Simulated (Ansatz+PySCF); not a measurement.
Values are calculated unless marked as measured or tabulated.
## PySCF 2.14.0 run

```python
from pyscf import gto, scf, mp

mol = gto.M(atom="""
C 0.000000 -0.001170 -1.093410
C 0.000000 0.185260 0.195970
C 0.000000 0.028430 1.521890
N 0.000000 -0.043710 2.695340
H 0.000000 -1.001990 -1.527370
H 0.000000 0.833190 -1.792430
""", basis='cc-pvtz', charge=0, spin=1)
mf = scf.UHF(mol)
mf.kernel()
pt = mp.MP2(mf, frozen=4).run()
print(mf.e_tot, pt.e_corr, pt.e_tot)
```

The script is written out from the run's settings.

The run gave:

| Item | Value |
| --- | --- |
| Converged | yes |
| Reference energy | -169.19199 hartree |
| Correlation energy | -0.56811 hartree |
| Total energy | -169.76010 hartree |
| Spin squared of the determinant | 1.394 |

Caution: the unrestricted determinant is spin contaminated.
